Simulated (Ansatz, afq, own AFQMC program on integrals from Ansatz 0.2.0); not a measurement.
AFQMC, coupled cluster and functionals along a coordinate of H2O⁻, doublet

```yaml
atoms:
  - { symbol: O, position_ang: [0.0000, -0.0691, 0.0000] }
  - { symbol: H, position_ang: [0.0000, 0.5483, 0.7576] }
  - { symbol: H, position_ang: [0.0000, 0.5483, -0.7576] }
```

The O1–H2 distance is changed with both sides rigid. Energies in mEh count from this geometry (0.977 Å) at the same level; the start stands on UHF, each point on the determinant named.

Basis aug-cc-pVDZ. Noble-gas cores (and the filled d shells of Ga–Kr and In–Xe) are frozen. AFQMC by an in-house program on the Cholesky factors that Ansatz 0.2.0 writes for its CCSD(T) run. The CISD trial takes its coefficients from CCSD amplitudes. Released means that phaseless walkers are propagated on without the constraint, phases kept. Uncertainties: one standard error, sampling alone.

Cautions, each for one point or more: higher spins were not checked; strong correlation.

```json
{"r(O1–H2) / Å": "0.898", "det.": "UHF", "T1": "0.018", "weight": "0.93", "⟨S²⟩": "0.75", "B2PLYP": "6.2", "B3LYP": "6.4", "CCSD(T)": "6.5"}
{"r(O1–H2) / Å": "1.074", "det.": "UHF", "T1": "0.021", "weight": "0.92", "⟨S²⟩": "0.75", "B2PLYP": "6.3", "B3LYP": "6.0", "CCSD(T)": "6.2"}
{"r(O1–H2) / Å": "1.326", "det.": "UHF", "T1": "0.032", "weight": "0.90", "⟨S²⟩": "0.75", "B2PLYP": "42.9", "B3LYP": "41.4", "CCSD(T)": "44.0"}
{"r(O1–H2) / Å": "1.821", "det.": "UHF", "T1": "0.038", "weight": "0.89", "⟨S²⟩": "0.77", "B2PLYP": "77.0", "B3LYP": "74.6", "CCSD(T)": "80.4"}
{"r(O1–H2) / Å": "2.642", "det.": "ROHF‡", "T1": "0.053", "weight": "0.88", "⟨S²⟩": "pure", "B2PLYP": "90.9", "B3LYP": "88.3", "CCSD(T)": "95.9"}
```

**Question.** Estimate the curve of CCSDT(Q), counted from the same start.

**Answer.** 
```
r(O1–H2) / Å   det.     T1  weight  ⟨S²⟩  CCSDT(Q)  ph-AFQMC/CISD  released AFQMC
       0.898    UHF  0.018    0.93  0.75       6.6      5.8 ± 0.5       6.3 ± 0.7
       1.074    UHF  0.021    0.92  0.75       6.1      5.3 ± 0.5      4.9 ± 0.8*
       1.326    UHF  0.032    0.90  0.75      43.5     43.3 ± 0.8      44.1 ± 1.1
       1.821    UHF  0.038    0.89  0.77      79.5     80.3 ± 1.0               –
       2.642  ROHF‡  0.053    0.88  pure      95.2     92.2 ± 1.3     93.7 ± 2.3*
```

Weight is that of the determinant in the CISD state; at the start T1 is 0.019 and the weight 0.93, and ⟨S²⟩ is 0.75. An asterisk marks released energies that aren't shown to be converged. A double dagger marks points where the walks on two determinants ended up to 2.2 mEh apart; the lower is shown. Symmetry can't show for every point that it stays on the start's state. A dash marks a missing value, a released energy that hasn't settled or a functional that sits on another state. Largest departures from CCSDT(Q), at the points where its series has closed: CCSD(T) 0.9 mEh at 1.821 (on UHF), ph-AFQMC/CISD -3.0 mEh at 2.642 (on ROHF), released AFQMC 0.6 mEh at 1.326 (on UHF) (within the noise). The functionals aren't scored here. In this small basis the wave-function levels are far from their limit, so their gap to the functionals isn't the functionals' error.

A walk keeps the symmetry of its determinant, which the program's search chose and which needn't be the lowest solution, so a lower state of the same spin and another symmetry isn't excluded.
